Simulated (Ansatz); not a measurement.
# Rutile SnO₂: smallest direct gap on the k points sampled by level of theory

No measured value is used here.

```tsv
level (code)	value (eV)
LDA+SOC (Ansatz)	1.12
PBE+SOC (Ansatz)	1.26
RPBE (Ansatz)	1.35
r²SCAN+SOC (Ansatz)	1.94
B3LYP (VWN-RPA form) (Ansatz)	3.26
HSE06+SOC (Ansatz)	3.02
PBE0+SOC (Ansatz)	3.73
Hartree–Fock (Ansatz)	12.31
G0W0@HSE06 (Ansatz)	4.00
```

At these levels the smallest gap is indirect and lower: Hartree–Fock 12.24 eV. Computed values are for a static lattice. Levels without +SOC have no spin–orbit coupling; where heavier elements are present it shifts gaps, mostly down, and can invert bands.  G0W0@HSE06: filled d or f shells below the valence bands can shift G0W0 gaps through exchange with them, which wasn't tested here. G0W0@HSE06: GW on a hybrid start was not checked against another program. Values are at the measured cell (atoms relaxed with PBEsol). Cutoffs and k meshes differ between the levels. Ansatz's density-functional and Hartree–Fock values are scalar-relativistic unless marked +SOC, with PAW data made under PBE.

Ansatz is an electronic-structure program.
